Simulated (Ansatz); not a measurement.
Harmonic vibrations of the cluster LiSi2 by finite differences.

```yaml
crystal:
  periodic: [false, false, false]
  atoms:
    - {symbol: Li, position_ang: [0.003087, -0.341854, -1.511727]}
    - {symbol: Si, position_ang: [0.961717, -0.258573, 0.854949]}
    - {symbol: Si, position_ang: [-0.964794, 0.600427, 0.656779]}
basis:
  gaussian: {orbitals: def2-TZVP}
magnetization: {spin_polarized: true, initial_magnetization: 1}
hamiltonian: {xc: pbe, dispersion: d4}
scf: {omitted_lower_state_checks: [starts]}
phonons: {temperatures: {t_min: 298.15, t_max: 900, t_step: 200}}
```

```sh
$ ansatz run in.yaml --threads 4 --pin off --events-out ev --progress --plain --max-ram 3916MiB
```

Output, abridged:

```
Functional definition: PBE
mean field -15949.44182118 eV, -586.1311760084 hartree, gradient 1.8e-6 eV, S^2 0.756979; 0 other end points of the search recorded, 0 dependent functions left out
mean field -15949.44181969 eV, -586.1311759535 hartree, gradient 9.6e-6 eV, S^2 0.756979; 0 other end points of the search recorded, 0 dependent functions left out
mean field -15949.44181792 eV, -586.1311758886 hartree, gradient 9.7e-6 eV, S^2 0.756979; 0 other end points of the search recorded, 0 dependent functions left out
mean field -15949.44180841 eV, -586.1311755390 hartree, gradient 1.8e-6 eV, S^2 0.756978; 0 other end points of the search recorded, 0 dependent functions left out
mean field -15949.44182171 eV, -586.1311760279 hartree, gradient 1.7e-6 eV, S^2 0.756980; 0 other end points of the search recorded, 0 dependent functions left out
mean field -15949.44177949 eV, -586.1311744763 hartree, gradient 1.4e-6 eV, S^2 0.756982; 0 other end points of the search recorded, 0 dependent functions left out
mean field -15949.44175461 eV, -586.1311735621 hartree, gradient 2.2e-6 eV, S^2 0.756977; 0 other end points of the search recorded, 0 dependent functions left out
mean field -15949.44182209 eV, -586.1311760418 hartree, gradient 1.8e-6 eV, S^2 0.756980; 0 other end points of the search recorded, 0 dependent functions left out
mean field -15949.44181369 eV, -586.1311757333 hartree, gradient 1.6e-6 eV, S^2 0.756979; 0 other end points of the search recorded, 0 dependent functions left out
mean field -15949.44175313 eV, -586.1311735074 hartree, gradient 2.0e-6 eV, S^2 0.756977; 0 other end points of the search recorded, 0 dependent functions left out
mean field -15949.44177977 eV, -586.1311744865 hartree, gradient 1.5e-6 eV, S^2 0.756982; 0 other end points of the search recorded, 0 dependent functions left out
mean field -15949.44182065 eV, -586.1311759889 hartree, gradient 1.6e-6 eV, S^2 0.756980; 0 other end points of the search recorded, 0 dependent functions left out
mean field -15949.44181574 eV, -586.1311758084 hartree, gradient 1.5e-6 eV, S^2 0.756979; 0 other end points of the search recorded, 0 dependent functions left out
Total energy: -15949.52227724 eV, -586.1341327142 hartree
Atom 0 at     0.003087    -0.341854    -1.511727 Å, force    -0.000002    -0.000477    -0.002122 eV/Å
Atom 1 at     0.961717    -0.258573     0.854949 Å, force     0.003116    -0.001149     0.001389 eV/Å
Atom 2 at    -0.964794     0.600427     0.656779 Å, force    -0.003113     0.001625     0.000732 eV/Å
Dipole moment:     0.002251    -0.249702    -1.104222 e Å
Vibrations: 222.20 416.85 580.42 cm⁻¹, zero-point energy 0.075597 eV
Checks for a lower state left out: starts
```

Run time 5.5 s (4 threads of Arm Neoverse V2 on a shared host).

The structure comes from a short search, and lower isomers may exist.
